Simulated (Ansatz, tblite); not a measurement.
# GaH3: charged states by level of theory

One table from this session's results is given with a row withheld; the runs are named, their logs left out.

Method: as each input shows; program: Ansatz 0.2.0, Gaussian basis.

Plan: charge +1 doublet, at the geometry of the singlet (PBE0-D4/def2-TZVP, PBE-D4/def2-TZVP, r2SCAN-D4/def2-TZVP, CCSD(T)/def2-TZVPP); charge +1 doublet, relaxed (PBE0-D4/def2-TZVP, PBE-D4/def2-TZVP); the starting singlet's energies come from earlier runs.

## The structure

The geometry is that of the singlet, from an earlier relaxation (r2SCAN-D4/def2-TZVP).

4 atoms, charge 0, spin multiplicity 1.

Atoms are counted from 1 here; the program's logs count them from 0.

Bond lengths: Ga1–H2 1.562 Å, Ga1–H3 1.562 Å, Ga1–H4 1.562 Å. Angles: H2–Ga1–H3 120.0°, H2–Ga1–H4 120.0°, H3–Ga1–H4 120.0°.

Set-up of the first run:

The input, in.yaml:

```yaml
crystal:
  periodic: [false, false, false]
  atoms:
    - {symbol: Ga, position_ang: [-0.000002, -0.000023, -0.000969]}
    - {symbol: H, position_ang: [1.562029, -0.028916, 0.014083]}
    - {symbol: H, position_ang: [-0.755833, 1.367211, -0.017820]}
    - {symbol: H, position_ang: [-0.806195, -1.338272, 0.004706]}
basis:
  gaussian: {orbitals: def2-TZVP}
total_charge: 1
magnetization: {spin_polarized: true, initial_magnetization: 1}
hamiltonian: {xc: pbe0, dispersion: d4}
output: {orbitals: {seedname: orbitals}}
```

The run is started by

```
$ ansatz run in.yaml --threads 4 --pin off --events-out ev --progress --plain --max-ram 3916MiB
```

Among the steps run: Charge +1 doublet at the fixed geometry, PBE0-D4/def2-TZVP; Charge +1 doublet at the fixed geometry, PBE-D4/def2-TZVP; Charge +1 doublet at the fixed geometry, r2SCAN-D4/def2-TZVP; Charge +1 doublet at the fixed geometry, CCSD(T)/def2-TZVPP.

One of the session's tables, all rows but one given; the rest of the session is left out.

It belongs to the step «Vertical ionisation energy». 

| method | vertical ionisation energy (eV) |
| --- | --- |
| HF/def2-TZVPP | 10.62 |
| PBE-D4/def2-TZVP | ? |
| r2SCAN-D4/def2-TZVP | 11.09 |
| PBE0-D4/def2-TZVP | 11.17 |
| MP2/def2-TZVPP | 11.41 |
| CCSD/def2-TZVPP | 11.38 |
| CCSD(T)/def2-TZVPP | 11.38 |

**Question.** Estimate the row for PBE-D4/def2-TZVP.

As computed: vertical ionisation energy (eV): 10.99. In the column «vertical ionisation energy (eV)» it lies between HF/def2-TZVPP (10.62) and r2SCAN-D4/def2-TZVP (11.09).
